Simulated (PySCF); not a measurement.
`C/C=C(/F)CO`, C₄H₇FO

Geometry:
```csv
atom,x (Å),y (Å),z (Å)
C1,-1.730,-0.595,-0.518
C2,-1.048,0.556,0.134
C3,0.258,0.709,0.273
F4,0.710,1.821,0.928
C5,1.386,-0.195,-0.140
O6,1.702,-1.153,0.848
H7,-2.361,-0.238,-1.331
H8,-2.377,-1.090,0.205
H9,-1.023,-1.321,-0.904
H10,-1.693,1.329,0.531
H11,1.115,-0.763,-1.031
H12,2.263,0.428,-0.368
H13,1.931,-0.692,1.663
```

Theory: GIAO KT3/pcSseg-1 magnetisability, rotational g tensor and spin-rotation constants, non-relativistic, gas phase (PySCF). Geometry: GFN2-xTB, dihedral held. The dihedral F4–C3–C5–O6 is held at 90°.

(1) What are the magnetisability and the molar susceptibility?

(2) Split it along the inertial axes a, b, c into diamagnetic and paramagnetic parts about the centre of mass, with the quadrupole moment.

(3) And the rotational g tensor?

Answers

(1) Isotropic -861 × 10⁻³⁰ J/T², or -51.9 × 10⁻⁶ cm³/mol; principal values -972, -856, -755 × 10⁻³⁰ J/T², anisotropy 189 × 10⁻³⁰ J/T² (root of half the summed squared differences of the principal values). The susceptibility is in cgs units.

(2) 
```
axis  χ (10⁻⁶ cm³/mol)  diamagnetic (10⁻⁶ cm³/mol)  paramagnetic (10⁻⁶ cm³/mol)  summed x² of all electrons (Å²)  quadrupole Θ (D Å)
   a             -49.8                      -343.7                        293.9                            100.4               +5.31
   b             -50.7                      -498.7                        448.0                             63.8               -7.24
   c             -55.0                      -696.8                        641.7                             17.2               +1.93
```
Anisotropies 2χaa − χbb − χcc = +6.2 and 2χbb − χaa − χcc = +3.4 × 10⁻⁶ cm³/mol. Θ is traceless in Buckingham's convention.

(3) 
| axis | rotational constant (GHz) | g | nuclear part | electronic part |
| --- | --- | --- | --- | --- |
| a | 4.2270 | -0.0324 | 0.5513 | -0.5837 |
| b | 2.9078 | -0.0109 | 0.6011 | -0.6120 |
| c | 1.9068 | -0.0081 | 0.5667 | -0.5749 |

Asymmetric top; isotopes 12C, 19F, 1H, 16O; no vibrational averaging.
